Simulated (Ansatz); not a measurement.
Born–Oppenheimer molecular dynamics of BS2 (3 atoms, charge -1, multiplicity 1). It starts from a relaxed structure.

These are results of UKS BLYP-D4/def2-SVP in Ansatz 0.2.0, not measurements.

```yaml
ensemble: NVT, Langevin thermostat
time_step: 1 fs
steps_asked: 150
set_temperature: 1500 K
friction: 0.02 /fs
seed: 21936
```

First frame:

```xyz
3
Properties=species:S:1:pos:R:3
S -1.142 1.149 -0.497
B 0.000 0.000 0.000
S 1.142 -1.149 0.497
```

Q: How far do the bonds stretch over the last three quarters of this one trajectory? (Pairs bonded in most of those frames.)

A: 
| bond | mean (Å) | spread (Å) | shortest | longest |
| --- | --- | --- | --- | --- |
| S1–B2 | 1.726 | 0.060 | 1.61 | 1.82 |
| B2–S3 | 1.729 | 0.063 | 1.60 | 1.84 |

Mean temperature of the second half: 1264 K. The mean temperature of the second half is 16 % below the set value. A run of 0.15 ps of so small a system gives no equilibrium averages. Limits of this set-up: an anion without diffuse functions, the dipole of an ion depends on the origin.

Run time: 6.9 min on 1 thread of Intel(R) Xeon(R) Processor @ 2.50GHz (Skylake/Cascade Lake), with other jobs on the host, peak memory 0.12 GiB.
